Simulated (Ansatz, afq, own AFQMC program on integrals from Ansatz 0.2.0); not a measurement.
# AlSiH2, quartet: AFQMC among the cluster methods

```yaml
atoms:
  - { symbol: Si, position_ang: [0.0000, 0.0000, 1.2493] }
  - { symbol: Al, position_ang: [0.0000, 0.0000, -1.1594] }
  - { symbol: H, position_ang: [0.0000, 1.4055, -1.8880] }
  - { symbol: H, position_ang: [0.0000, -1.4055, -1.8880] }
```

Connectivity, by distances: Si–AlH2.

Basis cc-pVDZ. Noble-gas cores (and the filled d shells of Ga–Kr and In–Xe) are frozen. Integrals, coupled cluster, full CI and functionals: Ansatz 0.2.0; the random walks run on the same integrals in our own AFQMC program. ph-AFQMC/CISD is guided by a CISD state made of CCSD amplitudes; releasing the constraint for a short imaginary time cuts its bias at the price of noise, slowly where states lie close. Free projection: walkers drawn from exp(T), propagated without any constraint. Its projection time is finite, and what remains of the start isn't in its error. Uncertainties: one standard error, sampling alone.

Determinant: UHF, the one that the program's search chose, which needn't be the lowest solution. The geometry is a PBE0/def2-TZVP stationary point of this or a neighbouring charge and spin state.

No full CI on the walks' own integrals is used here; CCSDT(Q) serves as the reference and is uncertain by about the last step of the cluster series.

Cautions: lower spins were not checked; the ph-AFQMC/CISD walk drifts between its halves (2.3 errors).

```
T1 diagnostic                               : 0.0278
weight of the determinant in the CISD state : 0.880
⟨S²⟩ of the determinant                     : 3.753
size of the correlated space                : 9 electrons in 36 orbitals
```

Reference: CCSDT(Q), correlation energy -4.224 eV. The released energy is read at 2.40 1/Eh (meV from the phaseless value at times in 1/Eh: 9 ± 9 at 0.24, 5 ± 9 at 0.51, 6 ± 9 at 0.99, 9 ± 10 at 1.62, -8 ± 10 at 2.40).

| level | E − E(reference) (meV) | share of correlation (%) |
| --- | --- | --- |
| HF | 4224.2 | 0.00 |
| MP2 | 1079.0 | 74.46 |
| CCSD | 148.9 | 96.48 |
| CCSD(T) | 38.6 | 99.09 |
| CCSDT | 6.2 | 99.85 |
| ph-AFQMC/HF | -28.0 ± 33.7 | 100.66 |
| ph-AFQMC/CISD | -14.0 ± 9.2 | 100.33 |
| released AFQMC | -22.4 ± 9.5 | 100.53 |
| free AFQMC | 3.5 ± 9.9 | 99.92 |

Free projections are given only where their last times agree within the noise and don't stop above the reference; a slow remainder of the start can still hide under it. A walk keeps the symmetry of its determinant, which the program's search chose and which needn't be the lowest solution, so a lower state of the same spin and another symmetry isn't excluded. Released energies are given only where the last usable release times agree within the noise; a slower fall can still hide under it.
